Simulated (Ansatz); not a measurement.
Z-matrix (Å, degrees):
```
C
C 1 1.510
O 1 1.357 2 115.7
H 1 1.105 2 110.7 3 -124.7
H 1 1.108 2 109.9 3 121.2
F 2 1.380 1 109.8 3 72.2
H 2 1.094 1 110.3 3 -47.0
H 2 1.095 1 110.7 3 -168.6
```

Total charge 0; spin multiplicity 2.

Question: List the PBE0/def2-TZVPP orbital energies in eV (the Gaussian-basis code of Ansatz). (An estimate is asked.)

Answer: The calculation gave: α occupied: -673.75, -524.19, -280.39, -280.08, -33.57, -29.34, -21.29, -17.79, -14.90, -14.43, -13.78, -13.23, -12.55, -10.78, -9.98, -9.75, -8.46. α empty: 1.32, 2.08, 2.44, 2.83, 3.10, 3.40, 4.61, 5.74. β occupied: -673.75, -523.51, -280.39, -280.11, -33.56, -27.81, -21.03, -17.50, -14.52, -14.33, -13.61, -12.22, -12.08, -10.62, -9.94, -7.97. β empty: -3.76, 1.40, 2.14, 2.50, 2.92, 3.24, 3.56, 4.68. ⟨S²⟩ = 0.754.
